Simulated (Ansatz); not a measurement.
Consider the atomization: `CC1CCOCO1` → 5 C• + 10 H• + 2 O•.

Calculated with Ansatz (gas phase, PBE0-D4/def2-TZVP geometries, no zero-point term in ΔE). CCSD(T)/CBS adds triple-zeta CCSD(T) − MP2 to the extrapolated MP2 energy (def2 sets, frozen cores). This one scheme is used for every species, atoms too. DFT in def2-TZVPP. B3LYP here is the variant with VWN-RPA as its local correlation; programs differ in this. No spin–orbit coupling; open shells (•) take unrestricted orbitals. Spin–orbit coupling would lower the free atoms: a little for C, O.

(1) What is ΔE at CCSD(T)/CBS? (An estimate is asked.)

(2) What do these levels give: PBE-D4, r2SCAN-D4, B3LYP-D4, ωB97M-V, B3LYP, HF/def2-QZVPP? (An estimate is asked.)

Largest T1 diagnostic among the species: 0.011.

Results:

(1) The calculation gave: +6944.5 kJ/mol.

(2) Ansatz gave: PBE-D4 7124.0, r2SCAN-D4 6967.6, B3LYP-D4 6934.7, ωB97M-V 6967.4, B3LYP 6877.8, HF/def2-QZVPP 5050.8 kJ/mol.

In def2-TZVPP, CCSD(T) changes the Hartree–Fock value by +1737.1 kJ/mol (the triples alone add +103.8 kJ/mol) and MP2 by +1859.7 kJ/mol; breaking electron pairs costs correlation energy, which Hartree–Fock lacks. From PBE to PBE0 (25 % exact exchange), in def2-TZVPP and without D4, ΔE moves by −122.1 kJ/mol: exact exchange takes away binding that semilocal exchange gives to molecules.

For atomizations the MP2-based limit and the directly extrapolated one differ by several kJ/mol either way, and by 10 to 25 for some Ge, Se and Sn compounds, so smaller differences from it don't rank the levels.
